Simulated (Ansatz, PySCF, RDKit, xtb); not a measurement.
# SiNH2O: from the formula to a structure

Only the formula SiNH2O is given (odd number of electrons). Aim: find the structure of lowest free energy at 298.15 K, then its properties.

Plan: many cheap relaxations first (GFN2-xTB), then density-functional screening, relaxation at r2SCAN-D4/def2-SVP, vibrations and a final energy. The numbers are computed, not measured.

3 further runs of the same task are left out: 3 set aside as unsound or not needed.

## Step 1: Possible bonding patterns

All bonding patterns within simple valence rules are listed by program: one Lewis structure each, at most two rings and one unusual centre or charged pair. O–O, O–halogen and N–halogen bonds and N–N–N chains are not drawn. That gives 11 candidates.

| label | SMILES | spin |
| --- | --- | --- |
| c068 | ON=[SiH] | doublet |
| c164 | N=[Si]O | doublet |
| c284 | [N]=[SiH]O | doublet |
| c380 | N[Si]=O | doublet |
| c522 | [N-]=[O+][SiH2] | doublet |
| c600 | [NH][SiH]=O | doublet |
| c749 | O=N[SiH2] | doublet |
| c787 | [O-][NH+]=[SiH] | doublet |
| c805 | [NH]O[SiH] | doublet |
| c846 | N1O[SiH]1 | doublet |
| c896 | [N]1O[SiH2]1 | doublet |

Candidates are built by distance geometry, with a force field where one applies, in up to four conformers (letters a to d). 6 starts with atoms placed at random are added, to find patterns that the rules miss.

**Question.** With final energies at CCSD(T)/def2-TZVP, which structure will this search put lowest in free energy, and by what margin?

| quantity | value |
| --- | --- |
| lowest structure found | N[Si]=O, doublet, Cs |
| next finalist | N=[Si]O, doublet, 10.2 kcal/mol higher in G |
| share at equilibrium, among the finalists | 100.0 % |
| harmonic wavenumbers, lowest and highest (r2SCAN-D4/def2-SVP) | 265 and 3684 cm⁻¹ |
| rotational constants, same geometry | 1.631, 0.2409, 0.2099 cm⁻¹ |
| dipole moment (PBE0/def2-TZVPD) | 4.73 D |
| HOMO energy (highest over α and β) (PBE0/def2-TZVPD) | -7.29 eV |
| LUMO energy (lowest over α and β) (PBE0/def2-TZVPD) | -3.57 eV |
| lowest excitation (TD-CAM-B3LYP/def2-SVPD) | 2.61 eV (f = 0.001) |
| strongest of the states computed, same level | 4.49 eV (f = 0.048) |
| vertical ionisation energy (to the singlet cation) | 9.74 eV |
| vertical electron affinity | 1.72 eV |
| vertical quartet less doublet | +4.56 eV |

The lowest structure found is `N[Si]=O`. The margin of 10.2 kcal/mol over the next finalist is beyond the usual error of the last level; it says nothing of structures that weren't ranked. GFN2-xTB, HF/STO-3G, r2SCAN-D4/def2-SVP, r2SCAN-D4/def2-SVP, relaxed, HF/def2-TZVP and MP2/def2-TZVP already put its bonding pattern lowest among the structures in one piece. The stability test raises a flag; for an open shell a flag towards a general spinor solution can be the free rotation of the spin. The search is not exhaustive (a finite list of starts, one conformer a finalist), so a lower isomer can't be ruled out.
